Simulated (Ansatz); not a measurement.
Program: Ansatz. Geometries: PBE0-D4/def2-TZVP. ΔE: electronic, gas phase. CCSD(T)/CBS adds triple-zeta CCSD(T) − MP2 to the extrapolated MP2 energy (def2 sets, frozen cores). This one scheme is used for every species, atoms too. DFT in def2-TZVPP. No spin–orbit coupling; open shells (•) take unrestricted orbitals. Spin–orbit coupling would lower the free atoms: a little for C, Cl, O. One conformer a species, not always the lowest.

Reaction (atomization): `COC(=N)Cl` → 2 C• + Cl• + 4 H• + N• + O•

`COC(=N)Cl`:

Cartesian coordinates in Å:
```
C -0.971 0.663 0.044
O 0.406 0.777 -0.274
C 1.132 -0.339 -0.157
N 0.812 -1.498 0.192
Cl 2.764 0.016 -0.588
H -1.393 1.653 -0.107
H -1.108 0.362 1.087
H -1.468 -0.052 -0.618
H -0.175 -1.581 0.421
```

```csv
level,ΔE (kJ/mol),difference from CCSD(T)/CBS
LDA (SPW92),4064.4,649.7
r2SCANh-D4,3401.3,-13.4
ωB97X-V,3435.5,20.8
PBE,3553.8,139.1
revPBE,3401.2,-13.5
LC-ωPBE,3420.4,5.7
MP2/def2-TZVPP,3405.7,-9.0
SCS-MP2/def2-TZVPP,3371.3,-43.4
HF/def2-QZVPP,2283.8,-1130.9
SCS-MP2/def2-QZVPP,3441.1,26.4
CCSD(T)/CBS,3414.7,0
```

Largest T1 diagnostic among the species: 0.013.

In def2-TZVPP, CCSD(T) changes the Hartree–Fock value by +1030.8 kJ/mol (the triples alone add +76.3 kJ/mol) and MP2 by +1127.1 kJ/mol; breaking electron pairs costs correlation energy, which Hartree–Fock lacks. Leaving LDA and LC-ωPBE aside and taking each functional with its dispersion term where it has one, the values, not all of them listed here, spread over 307.7 kJ/mol, from BHLYP-D4 to PBE-D4. LDA lies +510.6 kJ/mol from PBE without D4, its usual overbinding. From r2SCAN to r2SCAN0 (25 % exact exchange), in def2-TZVPP and without D4, ΔE moves by −90.8 kJ/mol: exact exchange takes away binding that semilocal exchange gives to molecules.

For atomizations the MP2-based limit and the directly extrapolated one differ by several kJ/mol either way, and by 10 to 25 for some Ge, Se and Sn compounds, so smaller differences from it don't rank the levels.
